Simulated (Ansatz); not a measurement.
**Scan of BH₂, doublet**

Starting geometry (PBE0/def2-TZVP stationary point for this spin, not checked as a minimum):

```tsv
atom	x (Å)	y (Å)	z (Å)
B	0.0000	-0.0800	0.0000
H	0.0000	0.4291	-1.0770
H	0.0000	0.4291	1.0770
```

From there all distances are scaled together; atoms are numbered as listed. Energies are in eV, counted from the starting geometry at the same level. Kohn–Sham curves are unrestricted where that lies lower.

Basis aug-cc-pVDZ; Ansatz 0.2.0. Only valence electrons are correlated (noble-gas cores frozen).

Unrestricted Kohn–Sham rows aren't spin-pure: their determinants' ⟨S²⟩ exceeds S(S+1) by up to 0.78, so they mix in states of higher spin.

In so small a basis the reference is far from its limit while semilocal and hybrid functionals are nearer theirs (RPA and double hybrids share much of the reference's basis error), so the functionals' errors here hold much of the reference's basis and frozen-core error, which can add to them or hide them.

Full CI is exact within this basis and frozen core; it isn't the basis-set limit.

```json
{"scale of all distances": "0.871", "full CI": "0.884", "PBE": "0.889", "BLYP": "0.844", "revPBE": "0.896", "r2SCAN": "0.838", "PBE0": "0.847", "B3LYP": "0.811", "wB97M-V": "0.786", "B2PLYP": "0.811", "RPA-PBE": "0.930"}
{"scale of all distances": "1.000", "full CI": "0.000", "PBE": "0.000", "BLYP": "0.000", "revPBE": "0.000", "r2SCAN": "0.000", "PBE0": "0.000", "B3LYP": "0.000", "wB97M-V": "0.000", "B2PLYP": "0.000", "RPA-PBE": "0.000"}
{"scale of all distances": "1.139", "full CI": "0.418", "PBE": "0.384", "BLYP": "0.407", "revPBE": "0.377", "r2SCAN": "0.448", "PBE0": "0.447", "B3LYP": "0.461", "wB97M-V": "0.483", "B2PLYP": "0.480", "RPA-PBE": "0.367"}
{"scale of all distances": "1.324", "full CI": "1.804", "PBE": "1.716", "BLYP": "1.735", "revPBE": "1.700", "r2SCAN": "1.869", "PBE0": "1.887", "B3LYP": "1.885", "wB97M-V": "1.938", "B2PLYP": "1.949", "RPA-PBE": "1.692"}
{"scale of all distances": "1.520", "full CI": "3.381", "PBE": "3.281", "BLYP": "3.260", "revPBE": "3.255", "r2SCAN": "3.522", "PBE0": "3.579", "B3LYP": "3.526", "wB97M-V": "3.622", "B2PLYP": "3.661", "RPA-PBE": "3.231"}
{"scale of all distances": "1.778", "full CI": "4.911", "PBE": "4.948", "BLYP": "4.839", "revPBE": "4.903", "r2SCAN": "5.231", "PBE0": "5.339", "B3LYP": "5.207", "wB97M-V": "5.346", "B2PLYP": "5.421", "RPA-PBE": "4.778"}
{"scale of all distances": "2.014", "full CI": "5.729", "PBE": "5.970", "BLYP": "5.796", "revPBE": "5.907", "r2SCAN": "6.168", "PBE0": "6.303", "B3LYP": "6.155", "wB97M-V": "6.272", "B2PLYP": "6.309", "RPA-PBE": "5.656"}
{"scale of all distances": "2.369", "full CI": "6.393", "PBE": "6.799", "BLYP": "6.610", "revPBE": "6.715", "r2SCAN": "6.879", "PBE0": "6.971", "B3LYP": "6.877", "wB97M-V": "6.930", "B2PLYP": "6.896", "RPA-PBE": "6.328"}
```

r2SCAN at 2.369 lies 0.486 eV (8 %) above the reference in this basis. revPBE at 2.369 lies 0.321 eV (5 %) above the reference in this basis. BLYP at 2.369 lies 0.217 eV (3 %) above the reference in this basis. wB97M-V at 2.369 lies 0.537 eV (8 %) above the reference in this basis.
